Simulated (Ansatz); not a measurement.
How far each method lies from full CI for CF, quartet

Geometry: a point of a stretch scan, not a stationary point.

```xyz
2

C     0.0000    0.0000    0.0000
F     0.0000    0.0000    1.8590
```

Basis 6-31G; Ansatz 0.2.0. Correlated methods freeze the noble-gas cores, which leaves 11 electrons in 16 orbitals. Prefix R: restricted or restricted open-shell reference; prefix U: unrestricted. Active spaces: pair = (5e, 5o) about the gap; valence = (11e, 8o) chosen from the atoms' valence shells.

Full CI is exact within this basis and frozen core; it isn't the basis-set limit. The frozen core follows each run's orbitals, which can shift R against U totals by a few meV.

For open shells CISD and CISDTQ are restricted-active-space CI with the open shells as a complete middle space.

The UHF ⟨S²⟩ is 3.807. The T1 diagnostic (RCCSD) is 0.0816. The largest doubles amplitude (RCCSD) is 0.189 and the T1 diagnostic (UCCSD) is 0.0563.

```
                     level  E − E(full CI) (kcal/mol)  share of correlation (%)  wall time
                       RHF                      99.91                      0.00          –
                       UHF                      94.61                      5.30          –
                      RMP2                      26.13                     73.85          –
                      UMP2                      22.18                     77.79          –
                      CISD                      10.93                     89.06     0.99 s
                     RCCSD                       2.45                     97.55          –
                     UCCSD                       2.29                     97.71          –
                  RCCSD(T)                       0.71                     99.29      1.1 s
                  UCCSD(T)                       0.69                     99.31      1.1 s
                   BCCD(T)                       0.97                     99.03     0.99 s
                    RCCSDT                       0.28                     99.72          –
                    UCCSDT                       0.27                     99.73          –
                    CISDTQ                       0.33                     99.67       22 s
                 RCCSDT(Q)                      -0.05                    100.05      4.2 s
                 UCCSDT(Q)                      -0.03                    100.03      3.7 s
                   RCCSDTQ                       0.01                     99.99       54 s
                   UCCSDTQ                      -0.01                    100.01       50 s
       CASSCF (pair space)                      76.82                     23.10          –
       NEVPT2 (pair space)                       9.39                     90.61      0.3 s
       MRCISD (pair space)                       5.04                     94.95          –
     MRCISD+Q (pair space)                       2.40                     97.60     0.69 s
    CASSCF (valence space)                      74.56                     25.37          –
    NEVPT2 (valence space)                      15.75                     84.24     0.36 s
NEVPT4(SD) (valence space)                       3.25                     96.75     0.87 s
    MRCISD (valence space)                       4.29                     95.70          –
  MRCISD+Q (valence space)                       1.96                     98.04     0.93 s
```

The correlation energy at full CI, counted from RHF, is -4.332 eV. That run took 2.3 min on 1 thread of Arm Neoverse V2, shared host over 5,206,784 determinants.

Times hold each run's SCF and search for its determinant on a shared host, so for small cases they say little of a method's own cost; they ran on 1 thread of Arm Neoverse V2.

The full-CI state has the irrep A2 of C2v, in the program's axes (one component, if the state is degenerate).

Natural occupations of full CI about the gap: 1.991 1.982 1.982 1.896 1.006 0.997 0.997 0.088 0.015 0.015; effectively unpaired electrons, Σ n²(2−n)², 3.07.
